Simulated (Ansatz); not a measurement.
Bond stretch in BeH, doublet.

UKS-PBE = Ansatz (an electronic-structure program) with unrestricted PBE/def2-SVP; UKS-B3LYP = unrestricted B3LYP/def2-SVP (Ansatz); FCI = Ansatz with full CI/def2-SVP, frozen core.

Energies relative to the lowest point of each curve near equilibrium, in kcal/mol; the last columns give the error against full CI:

| R / Å | UKS-PBE | UKS-B3LYP | FCI | UKS-PBE − FCI | UKS-B3LYP − FCI |
|---|---|---|---|---|---|
| 1.08 | 19.4 | 18.1 | 18.5 | 0.9 | -0.4 |
| 1.15 | 9.8 | 8.8 | 9.0 | 0.8 | -0.2 |
| 1.21 | 4.6 | 3.9 | 4.0 | 0.6 | -0.1 |
| 1.30 | 0.7 | 0.4 | 0.5 | 0.3 | 0.0 |
| 1.34 | 0.1 | 0.0 | 0.0 | 0.1 | 0.0 |
| 1.36 | 0.0 | 0.0 | 0.0 | 0.0 | 0.0 |
| 1.38 | 0.0 | 0.1 | 0.1 | -0.1 | 0.0 |
| 1.43 | 0.6 | 0.9 | 0.9 | -0.3 | 0.0 |
| 1.50 | 2.2 | 2.9 | 2.8 | -0.6 | 0.1 |
| 1.58 | 5.1 | 6.1 | 5.9 | -0.8 | 0.2 |
| 1.65 | 8.2 | 9.5 | 9.2 | -1.0 | 0.3 |
| 1.86 | 19.0 | 21.1 | 20.1 | -1.1 | 1.0 |
| 2.07 | 30.0 | 32.5 | 30.3 | -0.4 | 2.2 |
| 2.21 | 36.4 | 39.1 | 35.7 | 0.8 | 3.4 |
| 2.45 | 45.0 | 47.4 | 41.4 | 3.6 | 6.0 |
| 2.74 | 51.2 | 53.1 | 43.9 | 7.3 | 9.2 |
| 2.98 | 53.6 | 55.5 | 44.3 | 9.3 | 11.2 |
| 3.29 | 54.8 | 56.9 | 44.2 | 10.5 | 12.6 |
| 3.72 | 55.2 | 57.5 | 44.1 | 11.1 | 13.4 |
| 4.11 | 55.3 | 57.6 | 44.0 | 11.3 | 13.6 |
| 4.75 | 55.3 | 57.7 | 44.0 | 11.4 | 13.7 |
| 5.40 | 55.4 | 57.7 | 44.0 | 11.4 | 13.8 |

UKS-PBE is furthest from FCI at 5.40 (11.4 kcal/mol, above); its mean absolute error over the points is 3.8 kcal/mol.

UKS-B3LYP is furthest from FCI at 5.40 (13.8 kcal/mol, above); its mean absolute error over the points is 4.6 kcal/mol.
